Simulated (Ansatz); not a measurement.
Predict the output of the script below (Ansatz's Python interface).

The script reads `h2o.xyz`:
```text
3

O    -0.29484    0.19504   -0.13692
H     0.46712    0.56029    0.31698
H    -0.17228   -0.75533   -0.18006
```

`composite_h2o.py`:
```python
import itertools
import logging
import sys

import ansatz as az
from ase.data import atomic_numbers, covalent_radii
import numpy as np

logging.basicConfig(stream=sys.stdout, format="%(levelname)s %(message)s")
logger = logging.getLogger("h2o")
logger.setLevel(logging.INFO)


def main() -> None:
    geometry = az.Crystal.molecule_from_extxyz("h2o.xyz")

    calc = (
        geometry.calculation()
        .basis(gaussian="def2-SVP")
        .functional("B3LYP", dispersion="d4")
    )
    symbols = [site.symbol for site in geometry.cartesian_sites]
    start = np.array([site.position_ang for site in geometry.cartesian_sites], dtype=float)
    r = calc.relax(force_tolerance=0.01, max_steps=100).run().report
    end = np.array(r["positions_ang"])
    radius = [covalent_radii[atomic_numbers[s]] for s in symbols]
    span = lambda where, i, j: np.linalg.norm(where[i] - where[j])
    bonded = [(i, j) for i, j in itertools.combinations(range(len(symbols)), 2) if min(span(start, i, j), span(end, i, j)) < 1.2 * (radius[i] + radius[j])]
    logger.info("pair        before    after (A)")
    for i, j in bonded:
        print(f"{symbols[i]}{i}-{symbols[j]}{j}".ljust(10), f"{span(start, i, j):8.4f} {span(end, i, j):8.4f}")

    minimum = az.Crystal.molecule()
    for symbol, place in zip(symbols, end):
        minimum = minimum.atom(symbol, place.tolist())
    at_minimum = minimum.calculation()
    level = lambda method, basis: at_minimum.basis(gaussian=basis).correlation(method).run().report
    small, large, cluster = level("mp2", "cc-pVDZ"), level("mp2", "cc-pVTZ"), level("ccsd_t", "cc-pVDZ")
    corr = lambda each: (each["free_energy_ev"] - each["reference_energy_ev"]) / 27.211386246
    mp2_limit = (27 * corr(large) - 8 * corr(small)) / 19
    pieces = {"HF / cc-pVTZ": large["reference_energy_ev"] / 27.211386246, "MP2 correlation, DZ-TZ limit": mp2_limit, "CCSD(T) - MP2 / cc-pVDZ": corr(cluster) - corr(small)}
    for name, value in pieces.items():
        logger.info(f"{name:32s} {value:14.6f} Ha")
    logger.info(f"{'sum':32s} {sum(pieces.values()):14.6f} Ha")
    print("T1 diagnostic", round(cluster["correlation"]["coupled_cluster"]["t1_diagnostic"], 4))


if __name__ == "__main__":
    main()
```

```console
$ python composite_h2o.py
INFO pair        before    after (A)
O0-H1        0.9592   0.9668
O0-H2        0.9592   0.9668
INFO HF / cc-pVTZ                         -76.056251 Ha
INFO MP2 correlation, DZ-TZ limit          -0.287492 Ha
INFO CCSD(T) - MP2 / cc-pVDZ               -0.012650 Ha
INFO sum                                  -76.356392 Ha
T1 diagnostic 0.0061
```

Caveats:
- These settings explore the input space; basis and method may be short of convergence.
- The sum leaves out core correlation, relativity, the Hartree-Fock basis error and zero-point energy; a DZ-TZ extrapolation is rough.
- b3lyp holds the VWN-RPA fit, as in Gaussian; the form of ORCA and Turbomole is b3lyp5.
- Inner cores stay frozen, so this is valence correlation.
- Run time: 2 s on 1 thread of Arm Neoverse V1, with other jobs on the host, peak memory 0.16 GiB.
